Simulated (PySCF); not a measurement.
Compound: C3H7O (charge -1).
Atom-mapped SMILES: `[CH3:1][CH2:2][CH2:3][O-:4]` (hydrogens: H5, H6, H7 on C1; H8, H9 on C2; H10, H11 on C3)

The same species was optimised twice, with GFN2-xTB and with PBE0-D3(BJ)/def2-SVP (PySCF), and the same property calculations (PySCF, gas phase) were run on both structures.

```
     coordinate  GFN2-xTB  PBE0-D3(BJ)/def2-SVP  change
      C1–H6 (Å)     1.090                 1.105  +0.015
      C1–H5 (Å)     1.090                 1.105  +0.015
      C2–C3 (Å)     1.580                 1.566  -0.014
      C2–H9 (Å)     1.094                 1.107  +0.013
      C2–H8 (Å)     1.094                 1.107  +0.013
     C3–H11 (Å)     1.160                 1.172  +0.012
     C3–H10 (Å)     1.160                 1.171  +0.011
      C1–H7 (Å)     1.095                 1.105  +0.010
      C3–O4 (Å)     1.297                 1.293  -0.004
      C1–C2 (Å)     1.521                 1.519  -0.002
 H10–C3–H11 (°)     102.7                  99.5    -3.2
  O4–C3–H10 (°)     114.6                 117.4    +2.8
  O4–C3–H11 (°)     114.6                 117.4    +2.8
   C2–C1–H7 (°)     111.8                 113.9    +2.1
  C2–C3–H11 (°)     104.0                 102.1    -1.9
   H8–C2–H9 (°)     107.6                 105.8    -1.8
  C2–C3–H10 (°)     104.0                 102.2    -1.8
   C1–C2–C3 (°)     113.4                 115.0    +1.6
C1–C2–C3–O4 (°)       180                  -178      +2
```

Rotational constants: A = 27594, B = 3942, C = 3691 MHz (GFN2-xTB) against A = 27839, B = 3939, C = 3691 MHz (PBE0-D3(BJ)/def2-SVP).

On the GFN2-xTB structure: HOMO (eV) 1.02 [PBE0/pcSseg-1]; LUMO (eV) 5.74 [PBE0/pcSseg-1]; GIAO shielding of C1 (ppm) 177.7 [PBE0/pcSseg-1]; GIAO shielding of C2 (ppm) 142.4 [PBE0/pcSseg-1]; GIAO shielding of C3 (ppm) 90.6 [PBE0/pcSseg-1]; GIAO shielding of O4 (ppm) 191.4 [PBE0/pcSseg-1].

Problem. What do these properties become on the PBE0-D3(BJ)/def2-SVP structure?

Solution. 
```json
{"property": "HOMO (eV)", "level": "PBE0/pcSseg-1", "on GFN2-xTB": "1.02", "on PBE0-D3(BJ)/def2-SVP": "0.87", "change": "-0.15"}
{"property": "LUMO (eV)", "level": "PBE0/pcSseg-1", "on GFN2-xTB": "5.74", "on PBE0-D3(BJ)/def2-SVP": "5.69", "change": "-0.05"}
{"property": "energy, GFN2-xTB geometry as zero (kcal/mol)", "level": "PBE0/pcSseg-1", "on GFN2-xTB": "0.0", "on PBE0-D3(BJ)/def2-SVP": "-0.5", "change": "-0.5"}
{"property": "GIAO shielding of C1 (ppm)", "level": "PBE0/pcSseg-1", "on GFN2-xTB": "177.7", "on PBE0-D3(BJ)/def2-SVP": "175.7", "change": "-2.0"}
{"property": "GIAO shielding of C2 (ppm)", "level": "PBE0/pcSseg-1", "on GFN2-xTB": "142.4", "on PBE0-D3(BJ)/def2-SVP": "140.8", "change": "-1.6"}
{"property": "GIAO shielding of C3 (ppm)", "level": "PBE0/pcSseg-1", "on GFN2-xTB": "90.6", "on PBE0-D3(BJ)/def2-SVP": "92.9", "change": "+2.3"}
{"property": "GIAO shielding of O4 (ppm)", "level": "PBE0/pcSseg-1", "on GFN2-xTB": "191.4", "on PBE0-D3(BJ)/def2-SVP": "198.6", "change": "+7.2"}
```

The heavy atoms differ by 0.015 Å rms after alignment. Among all bonds C1–H5, C1–H6 and C2–C3 change most and about equally (-0.014 to +0.015 Å). Changes are differences of the printed values. Neither structure is proved a minimum here. Isolated species at its PBE0-D3(BJ)/def2-SVP geometry (one conformer only). The geometry's basis has no diffuse functions, a weakness for an anion.

The values belong to the conformer `[CH3:1][CH2:2][CH2:3][O-:4]`: C1–C2–C3–O4 -178°.
